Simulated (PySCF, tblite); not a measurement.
**C₂H₃BrN−, an ion with solvent molecules: NMR shifts, interaction energy, infrared bands, spin-spin couplings and core binding energies**

An exercise on one series of results from a longer session: the logs are not shown, and one member is left open.

Programs: tblite 0.8.0 and PySCF 2.14.0. All values are calculated, for the isolated system unless a continuum is named. Atoms count from 0, parts from 1.

## The system as given

7 atoms, charge -1, multiplicity 1; geometry: rigid parts in contact. Parts: 1 = atom 0, `[Br-]`, charge -1; 2 = atoms 1–6, `CC#N`, charge 0.

Set-up of the first run:

What the job is given:

```
{"job": {"kind": "dock", "xc": "GFN2-xTB", "basis": "xTB"}, "charge": -1, "multiplicity": 1, "parts": [{"atoms": "0-0", "charge": -1, "multiplicity": 1}, {"atoms": "1-6", "charge": 0, "multiplicity": 1}]}
Br     0.000000     0.000000     0.000000
C     -0.048702    -2.545453    -1.646820
C      0.047836    -2.498269    -3.079480
N      0.124585    -2.460784    -4.218908
H     -0.771071    -1.804577    -1.306335
H     -0.373567    -3.537817    -1.336468
H      0.925268    -2.329734    -1.209225
```

With the program's defaults for keys left out, this is: GFN2-xTB search for minima from random contacts, gas phase.

On the command line:

```sh
> OMP_NUM_THREADS=1 python cluster_run.py task.json out
```

The driver reads the jobs from task.json and runs them one after another.

Steps of the session up to this table: Search for minima with GFN2-xTB; Optimising the geometry at PBE0-D3(BJ)/def2-TZVPD; Nuclear shieldings: PBE0/aug-pcSseg-2; Coupled-cluster interaction energy: CCSD(T) and MP2.

One table of the session follows, with a row left open; its other results are not shown here.

It belongs to the step «Coupled-cluster interaction energy: CCSD(T) and MP2». 

```
                 method  interaction energy (kcal/mol)
         HF/aug-cc-pVDZ                          -9.96
        MP2/aug-cc-pVDZ                         -11.76
       CCSD/aug-cc-pVDZ                         -11.14
    CCSD(T)/aug-cc-pVDZ                         -11.48
         HF/aug-cc-pVQZ                         -10.07
        MP2/aug-cc-pVQZ                         -12.94
    SCS-MP2/aug-cc-pVQZ                              ?
      MP2, extrapolated                         -13.14
CCSD(T), limit estimate                         -12.86
```

Q: Estimate the row for SCS-MP2/aug-cc-pVQZ from the others.

As computed: interaction energy (kcal/mol): -11.95. In the column «interaction energy (kcal/mol)» it lies between CCSD(T), limit estimate (-12.86) and MP2/aug-cc-pVDZ (-11.76).
